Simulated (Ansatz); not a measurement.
# AlPN (quartet): from Hartree-Fock to the top rungs, def2-TZVPP

One table from this session's results is given with a row withheld; the runs are named, their logs left out.

Program: Ansatz 0.2.0, Gaussian basis. Level of theory: def2-TZVPP, core rule «outside noble gas», up to 11 orbitals frozen. These are calculated values, not measurements.

To be run: UHF; ROHF; CCSD(T) on UHF.

## What is computed

The geometry is a PBE0/def2-TZVP stationary point (not a proven minimum).

3 atoms, charge 0, spin multiplicity 4.

Atoms are counted from 1 here; the program's logs count them from 0.

Bond lengths: N1–Al2 1.817 Å, Al2–P3 2.195 Å. Angles: N1–Al2–P3 180.0°.

Set-up of the first run:

File in.yaml:

```yaml
crystal:
  periodic: [false, false, false]
  atoms:
    - {symbol: N, position_ang: [0.000000, 0.000000, -1.943000]}
    - {symbol: Al, position_ang: [0.000000, 0.000000, -0.126200]}
    - {symbol: P, position_ang: [0.000000, 0.000000, 2.069200]}
basis:
  gaussian: {orbitals: def2-TZVPP}
magnetization: {spin_polarized: true, initial_magnetization: 3}
hamiltonian: {xc: hf}
output: {orbitals: {seedname: orbitals}}
```

Launch:

```bash
> ansatz run in.yaml --threads 1 --pin off --events-out ev --progress --plain --max-ram 4096MiB --backend cpu
```

Steps of the session up to this table: UHF; ROHF; CCSD(T) on UHF.

One of the session's tables, all rows but one given; the rest of the session is left out.

```
  method  from UCCSD(T) (kcal/mol)
    ROHF                   +234.38
     UHF                   +226.83
    UMP2                    +39.99
   UCCSD                         ?
UCCSD(T)                         0
```

Q: Estimate the row for UCCSD from the others.

**Answer.** from UCCSD(T) (kcal/mol): +12.01. In the column «from UCCSD(T) (kcal/mol)» it lies between UCCSD(T) (0) and UMP2 (+39.99).

With the free atoms at the same levels and basis (separate runs), the atomisation energy is 3.865 eV at UCCSD(T), 1.261 eV at ROHF.
